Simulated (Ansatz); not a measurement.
# Pd₂Au: from a trial structure to a relaxed crystal

Theory: Ansatz 0.2.0, DFT PBE, scalar-relativistic, plane waves, PAW. Cutoff 420 eV, Γ-centred k mesh, Gaussian smearing, no spin polarisation in the final step.

Pd₂Au was placed on the Cu2Sb structure type (P4/nmm, No. 129), with Au in place of Sb, Pd in place of Cu, at a guessed volume.

```yaml
crystal:
  lattice:
    - [3.84590, 0.00000, 0.00000]
    - [0.00000, 3.84590, 0.00000]
    - [0.00000, 0.00000, 5.86808]
  atoms:
    - { symbol: Pd, position: [0.00000, 0.00000, 0.00000] }
    - { symbol: Pd, position: [0.50000, 0.50000, 0.00000] }
    - { symbol: Pd, position: [0.00000, 0.50000, 0.27000] }
    - { symbol: Pd, position: [0.50000, 0.00000, 0.73000] }
    - { symbol: Au, position: [0.00000, 0.50000, 0.70000] }
    - { symbol: Au, position: [0.50000, 0.00000, 0.30000] }
```

Steps on the 4×4×4 mesh (6 atoms). 9 of 10 steps are shown, and the free energy counts from the last. Trial steps that were taken back and renewals of the plane-wave basis can be among the rows.

| step | ΔF (meV/atom) | V (Å³/atom) | P (GPa) | largest force component (eV/Å) |
| --- | --- | --- | --- | --- |
| 1 | 509.1 | 14.47 | 49.46 | 2.884 |
| 2 | 120.7 | 16.31 | 13.50 | 0.699 |
| 3 | 44.4 | 17.03 | 3.56 | 0.189 |
| 4 | 12.6 | 17.07 | 0.83 | 0.170 |
| 5 | 10.7 | 17.20 | -0.60 | 0.115 |
| 6 | 10.2 | 17.10 | 0.22 | 0.018 |
| 7 | 1.7 | 17.10 | 1.23 | 0.014 |
| 8 | 0.2 | 17.23 | 0.08 | 0.034 |
| 10 | 0.0 | 17.23 | 0.04 | 0.004 |

A final relaxation ran on a 10×10×6 mesh. The relaxed crystal, P4/nmm (No. 129):

```
Pd Au
1.0
     3.87184    0.00000    0.00000
     0.00000    3.87184    0.00000
     0.00000    0.00000    6.87500
Pd Au
4 2
Direct
  0.00000 0.00000 0.00000
  0.50000 0.50000 0.00000
  0.00000 0.50000 0.29719
  0.50000 0.00000 0.70281
  0.00000 0.50000 0.68832
  0.50000 0.00000 0.31168
```

For Pd₂Au, the volume per atom is 17.18 Å³. The density is 13.21 g/cm³ and the energy over the elements is 0.09 eV/atom. The gap on the 10×10×6 mesh is 0 eV (a metal).

Energies over the elements count from the elements' standard structures at the same level, with no empirical corrections.

The final run used a 10×10×6 mesh on its 6-atom cell and 0.10 eV smearing. For metals, differences of a few meV/atom aren't resolved. Spin–orbit coupling is left out.

Symmetry constrained the relaxation, so the result can be a saddle point.

Cost: 3 runs of about 3.1 core-minutes in all, on Arm Neoverse V2 (shared hosts).